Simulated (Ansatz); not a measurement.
Reaction (atomization): `O=CCOCF` → 3 C• + F• + 5 H• + 2 O•

Gas-phase electronic energies from Ansatz, PBE0-D4/def2-TZVP geometries. CCSD(T)/CBS is the MP2 limit (def2-TZVPP, def2-QZVPP) plus CCSD(T) − MP2 in def2-TZVPP, frozen cores. This one scheme is used for every species, atoms too. Functionals use def2-TZVPP. B3LYP here is the variant with VWN-RPA as its local correlation; programs differ in this. No spin–orbit coupling; open shells (•) take unrestricted orbitals. Spin–orbit coupling would lower the free atoms: a little for C, F, O. One conformer a species, not always the lowest.

```tsv
level	ΔE (kJ/mol)
r2SCAN-D4	4505.8
B3LYP	4452.0
SCS-MP2/def2-QZVPP	4514.2
MP2/CBS(def2)	4611.2
```

**Question.** What does CCSD(T)/CBS give? (Best estimate.)

**Answer.** Computed: +4484.0 kJ/mol. The listed levels differ from it by 21.8, -32.0, 30.2, 127.2 kJ/mol.

Largest T1 diagnostic among the species: 0.013.

The D4 term adds +29.0 kJ/mol with B3LYP and +15.2 kJ/mol with PBE0; it sums over pairs of atoms, weighted by their polarisabilities, and B3LYP, whose exchange is more repulsive, gets the larger term. In def2-TZVPP, CCSD(T) changes the Hartree–Fock value by +1245.2 kJ/mol (the triples alone add +84.4 kJ/mol) and MP2 by +1372.4 kJ/mol; breaking electron pairs costs correlation energy, which Hartree–Fock lacks. From PBE to PBE0 (25 % exact exchange), in def2-TZVPP and without D4, ΔE moves by −139.7 kJ/mol: exact exchange takes away binding that semilocal exchange gives to molecules.

For atomizations the MP2-based limit and the directly extrapolated one differ by several kJ/mol either way, and by 10 to 25 for some Ge, Se and Sn compounds, so smaller differences from it don't rank the levels.
